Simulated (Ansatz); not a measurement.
**BNH₄ (triplet): wave-function methods side by side at distance B1–H4 along a hydrogen transfer = 1.539 Å, cc-pVDZ**

Aim: climb from Hartree-Fock through coupled cluster and multireference methods for BNH₄ (triplet) at one geometry and basis, and see what each rung misses.

The runs use Ansatz 0.2.0, Gaussian basis; cc-pVDZ, core rule «outside noble gas», up to 2 orbitals frozen.

Plan: UHF; CCSD(T) on ROHF; CCSD(T) on UHF; BCCD(T) on ROHF; CISD; CCSDT(Q) on ROHF; CCSDT(Q) on UHF; CASSCF and MRCISD+Q, 4 electrons in 4 orbitals; CASSCF and NEVPT2, 4 electrons in 4 orbitals.

7 further runs of the same task are left out: 1 for a mislabelled method, 5 that didn't finish, 1 set aside as unsound or not needed.

**1. The geometry**

The geometry derives from fragments relaxed apart (PBE0/def2-TZVP) and kept rigid, so it is no stationary point. A hydrogen atom is moved between rigid fragments.

6 atoms, charge 0, spin multiplicity 3.

Atoms are counted from 1 here; the program's logs count them from 0.

Bond lengths: B1–H2 1.193 Å, B1–H3 1.193 Å, H4–N5 1.299 Å, N5–H6 1.040 Å. Angles: H2–B1–H3 120.0°, H4–N5–H6 105.0°.

Geometry (Å):

```xyz
6

B    -1.49850    0.03509    0.00000
H    -2.09524    1.06866    0.00000
H    -2.09524   -0.99849    0.00000
H     0.04050    0.03509    0.00000
N     1.33950    0.03509    0.00000
H     1.60858   -0.96914    0.00000
```

**2. UHF**

Input file in.yaml:

```yaml
crystal:
  periodic: [false, false, false]
  atoms:
    - {symbol: B, position_ang: [-1.498504, 0.035086, 0.000000]}
    - {symbol: H, position_ang: [-2.095238, 1.068657, 0.000000]}
    - {symbol: H, position_ang: [-2.095238, -0.998486, 0.000000]}
    - {symbol: H, position_ang: [0.040496, 0.035086, 0.000000]}
    - {symbol: N, position_ang: [1.339496, 0.035086, 0.000000]}
    - {symbol: H, position_ang: [1.608577, -0.969141, 0.000000]}
basis:
  gaussian: {orbitals: cc-pVDZ}
magnetization: {spin_polarized: true, initial_magnetization: 2}
hamiltonian: {xc: hf}
output: {orbitals: {seedname: orbitals}}
```

Launch:

```sh
> ansatz run in.yaml --threads 1 --pin off --events-out ev --progress --plain --max-ram 2393MiB
```

After this run come: CCSD(T) on ROHF; CCSD(T) on UHF; BCCD(T) on ROHF; CISD; CCSDT(Q) on ROHF; CCSDT(Q) on UHF; CASSCF and MRCISD+Q, 4 electrons in 4 orbitals; CASSCF and NEVPT2, 4 electrons in 4 orbitals.

Q: Predict the results of all the runs planned. Wanted: UCCSDT(Q) below the RHF energy; RMP2 from UCCSDT(Q); UMP2 from UCCSDT(Q); RCCSD from UCCSDT(Q); RCCSD(T) from UCCSDT(Q); UCCSD(T) from UCCSDT(Q); RCCSDT(Q) from UCCSDT(Q); MRCISD+Q pair from UCCSDT(Q); T1 diagnostic.

As calculated:

```
                         quantity                                                   value
   UCCSDT(Q) below the RHF energy                                              -7.7486 eV
              RMP2 from UCCSDT(Q)                                           +123.5 kJ/mol
              UMP2 from UCCSDT(Q)                                           +132.8 kJ/mol
             RCCSD from UCCSDT(Q)                                            +19.1 kJ/mol
          RCCSD(T) from UCCSDT(Q)                                             +3.6 kJ/mol
          UCCSD(T) from UCCSDT(Q)                                             +3.7 kJ/mol
         RCCSDT(Q) from UCCSDT(Q)                                             +0.1 kJ/mol
     MRCISD+Q pair from UCCSDT(Q)                                             +6.2 kJ/mol
levels within 1 kcal/mol (43 meV)  RCCSD(T), UCCSD(T), BCCD(T), RCCSDT, UCCSDT, RCCSDT(Q)
                    T1 diagnostic                                                   0.026
```

RCCSD(T) lands +3.6 kJ/mol from the yardstick (0.5 % of the correlation energy). These misses are within one basis, not against nature; the frozen cores of restricted and unrestricted runs differ, which can shift their rows.
